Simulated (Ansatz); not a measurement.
A calculation on rock-salt SnTe (cubic form, which distorts at low temperature) returned lattice constant a 6.308 Å, bulk modulus 44.6 GPa, formation enthalpy -0.289 eV/atom.

For reference: lattice constant a 6.316 Å (measured, room temperature, not corrected to a static lattice; as tabulated in Maiti et al. (2022), arXiv:2109.01420); bulk modulus 37.8 GPa (measured, temperature not stated, not corrected to a static lattice; as tabulated in Toher et al. (2017), arXiv:1611.05714); formation enthalpy -0.315 ± 0.004 eV/atom (measured, 298 K, copied from a table, unchecked, no zero-point or thermal correction; as tabulated in Wang et al. (2021), doi:10.1038/s41598-021-94550-5).

Task: Which level of theory produced these numbers?
A) PBE-D3(BJ) (Ansatz (a quantum-chemistry and plane-wave program))
B) r²SCAN-D4 (Ansatz)
C) BLYP (Ansatz)
D) r²SCANh (Ansatz)

Result: A, PBE-D3(BJ) (Ansatz)

The others give: r²SCAN-D4 6.341 Å, 44.4 GPa, -0.322 eV/atom; r²SCANh 6.365 Å, 45.3 GPa, -0.328 eV/atom; BLYP 6.597 Å, 32.9 GPa, -0.355 eV/atom.

Unless a cell is named, each level is at its own relaxed cell (BLYP 35.89, PBE-D3(BJ) 31.38, r²SCAN-D4 31.86, r²SCANh 32.24 Å³/atom).

Caveats: a distance lies near a switch of the dispersion term, which can move the cell (PBE-D3(BJ)); an element that serves as reference has a cell well above its measured volume (BLYP); symmetry holds this phase in the static calculation, where it need not be a minimum (r²SCAN-D4, r²SCANh, BLYP, PBE-D3(BJ)); the cell is over a tenth larger than the published one: the level's own overestimate first of all, though another phase or state, or a fault of the published cell, is possible (BLYP). Ansatz's density-functional and Hartree–Fock values are scalar-relativistic unless marked +SOC, with PAW data made under PBE.
